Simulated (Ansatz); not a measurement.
# BHO (singlet): the correlation ladder at distance B1–O2 = 1.485 Å, 6-31G

How much of the correlation energy of BHO (singlet) does each wave-function method recover here?

Computed with Ansatz 0.2.0, Gaussian basis. Level: 6-31G, core rule «outside noble gas», up to 2 orbitals frozen.

Plan: UHF; CCSD(T) on RHF; BCCD(T) on RHF; CISD; CCSDT(Q) on RHF; CCSDTQ on RHF; CASSCF and MRCISD+Q, 2 electrons in 2 orbitals; CASSCF and NEVPT2, 2 electrons in 2 orbitals; CASSCF and MRCISD+Q, 10 electrons in 9 orbitals; CASSCF and MRCISD+Q(relaxed), 10 electrons in 9 orbitals; CASSCF and NEVPT2, 10 electrons in 9 orbitals; Full CI.

22 further runs of the same task are left out: 8 for a known fault of the program, 8 that didn't finish, 6 set aside as unsound or not needed.

## 1. The system

The geometry derives from a PBE0/def2-TZVP stationary point (not a proven minimum). One bond is set to the value named and the two fragments are kept rigid.

3 atoms, charge 0, spin multiplicity 1.

Atoms are counted from 1 here; the program's logs count them from 0.

Bond lengths: B1–O2 1.485 Å, B1–H3 1.173 Å. Angles: O2–B1–H3 180.0°.

Geometry (Å):

```xyz
3
BHO
B     0.0000    0.0000    0.1041
O     0.0000    0.0000   -1.3809
H     0.0000    0.0000    1.2768
```

## 2. UHF

Contents of in.yaml:

```yaml
crystal:
  periodic: [false, false, false]
  atoms:
    - {symbol: B, position_ang: [0.000000, 0.000000, 0.104098]}
    - {symbol: O, position_ang: [0.000000, 0.000000, -1.380902]}
    - {symbol: H, position_ang: [0.000000, 0.000000, 1.276805]}
basis:
  gaussian: {orbitals: 6-31G}
magnetization: {spin_polarized: true, initial_magnetization: 0}
hamiltonian: {xc: hf}
output: {orbitals: {seedname: orbitals}}
```

The run is started by

```
$ ansatz run in.yaml --threads 1 --pin off --events-out ev --progress --plain --max-ram 2393MiB
```

The runs that follow: CCSD(T) on RHF; BCCD(T) on RHF; CISD; CCSDT(Q) on RHF; CCSDTQ on RHF; CASSCF and MRCISD+Q, 2 electrons in 2 orbitals; CASSCF and NEVPT2, 2 electrons in 2 orbitals; CASSCF and MRCISD+Q, 10 electrons in 9 orbitals; CASSCF and MRCISD+Q(relaxed), 10 electrons in 9 orbitals; CASSCF and NEVPT2, 10 electrons in 9 orbitals; Full CI.

Q: Predict the results of all the runs planned. Wanted: FCI below the RHF energy; RMP2 from FCI; RCCSD from FCI; RCCSD(T) from FCI; RCCSDT(Q) from FCI; NEVPT2 pair from FCI; MRCISD+Q pair from FCI; NEVPT2 valence from FCI; T1 diagnostic.

As calculated:

```
                         quantity                                                           value
         FCI below the RHF energy                                                      -6.3415 eV
                    RMP2 from FCI                                                  +5.32 kcal/mol
                   RCCSD from FCI                                                  +9.55 kcal/mol
                RCCSD(T) from FCI                                                  +1.13 kcal/mol
               RCCSDT(Q) from FCI                                                  -0.48 kcal/mol
             NEVPT2 pair from FCI                                                 +11.79 kcal/mol
           MRCISD+Q pair from FCI                                                  +5.28 kcal/mol
          NEVPT2 valence from FCI                                                 +10.14 kcal/mol
levels within 1 kcal/mol (43 meV)  BCCD(T), RCCSDT, RCCSDT(Q), RCCSDTQ, MRCISD+Q(relaxed) valence
                    T1 diagnostic                                                           0.047
   effectively unpaired electrons                                                            0.14
```

**Reading.** RCCSD(T) misses by +1.13 kcal/mol, 0.8 % of the correlation energy. RCCSDT(Q), RCCSDTQ fall below full CI, which methods that aren't variational can do. The occupations are near whole numbers, but T1 = 0.047 shows that the orbitals relax strongly. Of the multireference levels listed MRCISD+Q(relaxed) valence comes nearest in total energy (+0.03 kcal/mol), which doesn't show that its space is the better one. These misses are within one basis, not against nature.
